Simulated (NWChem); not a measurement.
Molecule: dimethyl sulfide (C₂H₆S); SMILES CSC

All runs: NWChem. Pople sets run with spherical d functions. STO-3G and 3-21G are far too small for this property and stand as cheap habits. The geometry was optimised at PBE0/def2-SVP. Vertical excitations in the gas phase; the lowest state need not have the same character in each row.

Question: Order these runs by computing time, cheapest first, and give rough ratios: PBE/6-31+G*, TDA; PBE/3-21G, TDA; PBE/def2-TZVP, TDA.

Answer: PBE/3-21G, TDA (1), PBE/6-31+G*, TDA (3), PBE/def2-TZVP, TDA (10). Ratios are rough, from one shared machine; the cheapest took roughly 6 core-seconds. What differs between the cheapest and the dearest: lowest excitation, singlet (eV) 6.19 → 5.23; orbital gap (eV) 5.90 → 5.04.
